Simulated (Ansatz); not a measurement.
allene (C₃H₄), SMILES C=C=C.

Geometry optimised at B3LYP-D3(BJ)/def2-TZVP.

Two levels are set side by side: PBE/def2-TZVPD (Ansatz, a first-principles code) and CAM-B3LYP/def2-TZVPD (Ansatz). Energy differences of separate SCF runs at the same geometry; the states with an electron removed or added have multiplicity 2 and 2. Differences are taken from unrounded values.

```json
[
 {"quantity": "vertical ionisation energy (eV)", "CAM-B3LYP": "10.11"},
 {"quantity": "vertical singlet–triplet gap (eV)", "CAM-B3LYP": "4.75"}
]
```

What does PBE give, and how far is it from CAM-B3LYP? (An estimate is asked for; the answer gives what the named calculation found.)


```
quantity                             PBE  PBE minus CAM-B3LYP
---------------------------------  -----  -------------------
vertical ionisation energy (eV)    10.03                -0.08
vertical singlet–triplet gap (eV)   4.78                 0.03
```

Here PBE gives about what the other level gives.
